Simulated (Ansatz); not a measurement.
in.yaml

```yaml
crystal:
  periodic: [false, false, false]
  atoms:
    - {symbol: Se, position_ang: [0.000000, 0.000000, 0.000000]}
    - {symbol: Br, position_ang: [0.000000, 0.000000, 2.164600]}
basis:
  gaussian: {orbitals: cc-pVDZ}
total_charge: 1
magnetization: {spin_polarized: false}
correlation: {method: ccsdt_q, electrons: outside_noble_gas}
```

```sh
$ ansatz run in.yaml --threads 1 --pin off --events-out ev --progress --plain --max-ram 2393MiB
```

Q: Roughly how long does this take on 1 thread of Arm Neoverse V1, shared host, and how much host memory?

A: 7 s wall and 0.18 GiB.

```
1044 factors; integrals over basis functions are off by at most 1.1e-7 eV
mean field evaluation 1: about -135289.3109 eV, gradient 1.2e1 eV
mean field evaluation 2: about -135289.4626 eV, gradient 1.3e1 eV
mean field evaluation 4: about -135290.0105 eV, gradient 1.3e0 eV
mean field evaluation 8: about -135290.0240 eV, gradient 2.1e-3 eV
mean field evaluation 16: about -135289.8273 eV, gradient 1.3e0 eV
mean field evaluation 32: about -135289.1641 eV, gradient 1.2e1 eV
mean field evaluation 64: about -135290.0280 eV, gradient 3.9e-1 eV
mean field -135290.02396978 eV, -4971.8166780177 hartree, gradient 1.7e-6 eV, S^2 0.000000; 3 other end points of the search recorded, 0 dependent functions left out; unrestricted orbitals would lower it
mean field evaluation 96: about -135290.0240 eV, gradient 5.3e-4 eV
unrestricted determinant -135291.32861281 eV, -4971.8646227645 hartree, S^2 1.0225
28 core orbitals not correlated: weight in the atoms' cores, before any rotation towards them, 1.000 or more for the frozen orbitals, at most 0.000 for the correlated occupied ones
reference -135290.02396978 eV, -4971.8166780177 hartree; 6, 6 occupied and 20, 20 virtual orbitals, 1044 factors
second order -5.90908754 eV of doubles, -0.00000000 eV of singles
cycle   1  -6.25001636 eV  change   -3.4e-1 eV  update   1.2e-1
cycle   2  -6.59785802 eV  change   -3.5e-1 eV  update   7.0e-2
cycle   3  -6.93303353 eV  change   -3.4e-1 eV  update   4.4e-2
cycle   4  -6.89503770 eV  change    3.8e-2 eV  update   2.2e-2
cycle   5  -6.90624544 eV  change   -1.1e-2 eV  update   1.6e-2
cycle   6  -6.91775731 eV  change   -1.2e-2 eV  update   1.3e-2
cycle   7  -6.92817190 eV  change   -1.0e-2 eV  update   1.3e-2
cycle   8  -6.95339209 eV  change   -2.5e-2 eV  update   1.2e-2
cycle   9  -7.03924670 eV  change   -8.6e-2 eV  update   9.6e-3
cycle  10  -7.03817747 eV  change    1.1e-3 eV  update   3.6e-3
cycle  11  -7.05172534 eV  change   -1.4e-2 eV  update   1.8e-3
cycle  12  -7.04949728 eV  change    2.2e-3 eV  update   7.2e-4
cycle  13  -7.04930791 eV  change    1.9e-4 eV  update   3.0e-4
cycle  14  -7.04994801 eV  change   -6.4e-4 eV  update   1.4e-4
cycle  15  -7.04956005 eV  change    3.9e-4 eV  update   9.1e-5
cycle  16  -7.04978369 eV  change   -2.2e-4 eV  update   5.3e-5
cycle  17  -7.04968880 eV  change    9.5e-5 eV  update   3.0e-5
cycle  18  -7.04963933 eV  change    4.9e-5 eV  update   1.4e-5
cycle  19  -7.04963807 eV  change    1.3e-6 eV  update   5.1e-6
cycle  20  -7.04963902 eV  change   -9.4e-7 eV  update   2.4e-6
cycle  21  -7.04964115 eV  change   -2.1e-6 eV  update   1.1e-6
cycle  22  -7.04964092 eV  change    2.3e-7 eV  update   5.4e-7
perturbative correction -0.11244131 eV, -0.0041321420 hartree
WARN: these amplitudes may be one of several solutions (largest doubles amplitude 0.68, level shift 0.00 eV)
Total energy: -135297.18605202 eV, -4972.0798796853 hartree
```
